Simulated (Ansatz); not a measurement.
A nudged elastic band was laid between two geometries of CH$_{7}$BO (10 atoms, charge 0, multiplicity 1).

Level of theory: Ansatz 0.2.0, RKS PBE0-D4/6-31G*.

| Property | Result |
| --- | --- |
| movable images | 5 |
| climbing image | yes |
| spring | 5.0 eV/Å² |
| optimiser | quadratic models (default) |
| start path | through a guess of the saddle point |
| force threshold | 0.05 eV/Å |
| iteration limit | 60 |
| end points | relaxed |

Initial state:

```xyz
10
Properties=species:S:1:pos:R:3
B 0.097 -0.005 0.169
H 0.171 -0.663 1.190
C 1.391 -0.001 -0.761
H 1.505 -1.000 -1.202
H 1.326 0.707 -1.598
H 2.331 0.198 -0.225
H -0.979 -0.059 -0.382
O 0.035 1.605 0.797
H 0.863 1.734 1.286
H -0.674 1.615 1.458
```

Final state:

```xyz
10
Properties=species:S:1:pos:R:3
B 0.058 0.769 -0.644
H -0.098 -0.387 3.107
C 1.437 0.090 -0.976
H 1.338 -1.002 -0.899
H 1.718 0.286 -2.019
H 2.272 0.397 -0.334
H -0.927 0.552 -1.299
O -0.127 1.627 0.392
H 0.693 1.774 0.885
H -0.296 0.024 2.519
```

Q: What changes between the two ends?

A: Bonds broken: B1–H2, O8–H10. Bonds formed: H2–H10. CH7BO becomes CH5BO + H2.

Q: What energy profile does the band end with?

A: The forces met the threshold. The highest image is number 2 of 0 to 6, 0.94 eV above the first end and 1.80 eV above the last; the last end lies 0.86 eV below the first. Neighbouring images differ by up to 1.4 eV, so the band resolves the path poorly. A vibrational analysis at the climbing image gives one clearly imaginary mode, 1367i cm⁻¹: a first-order saddle point. The orbitals stay closed-shell, which can raise the energy where a bond breaks towards radicals; this wasn't checked here.

```json
{"image": "0", "path coordinate (Å)": "0.00", "energy (eV)": "0.00", "B1–H2 (Å)": "1.22", "O8–H10 (Å)": "0.97", "H2–H10 (Å)": "2.44"}
{"image": "1", "path coordinate (Å)": "0.93", "energy (eV)": "0.04", "B1–H2 (Å)": "1.22", "O8–H10 (Å)": "0.97", "H2–H10 (Å)": "2.10"}
{"image": "2", "path coordinate (Å)": "1.87", "energy (eV)": "0.94", "B1–H2 (Å)": "1.35", "O8–H10 (Å)": "1.27", "H2–H10 (Å)": "1.03"}
{"image": "3", "path coordinate (Å)": "2.74", "energy (eV)": "-0.47", "B1–H2 (Å)": "2.12", "O8–H10 (Å)": "2.07", "H2–H10 (Å)": "0.75"}
{"image": "4", "path coordinate (Å)": "3.62", "energy (eV)": "-0.81", "B1–H2 (Å)": "2.89", "O8–H10 (Å)": "2.62", "H2–H10 (Å)": "0.74"}
{"image": "5", "path coordinate (Å)": "4.49", "energy (eV)": "-0.85", "B1–H2 (Å)": "3.55", "O8–H10 (Å)": "2.73", "H2–H10 (Å)": "0.74"}
{"image": "6", "path coordinate (Å)": "5.36", "energy (eV)": "-0.86", "B1–H2 (Å)": "3.93", "O8–H10 (Å)": "2.67", "H2–H10 (Å)": "0.74"}
```

Q: What is the geometry of the highest image?

A: 
```xyz
10
Properties=species:S:1:pos:R:3
B -0.003 0.285 0.083
H -0.008 -0.438 1.226
C 1.362 0.038 -0.676
H 1.448 -1.001 -1.015
H 1.408 0.668 -1.574
H 2.256 0.256 -0.074
H -1.058 0.043 -0.431
O -0.095 1.673 0.850
H 0.799 2.046 0.889
H -0.042 0.561 1.454
```

The run took 110 s on 1 thread of Arm Neoverse V2 (shared host), peak memory 0.11 GiB.
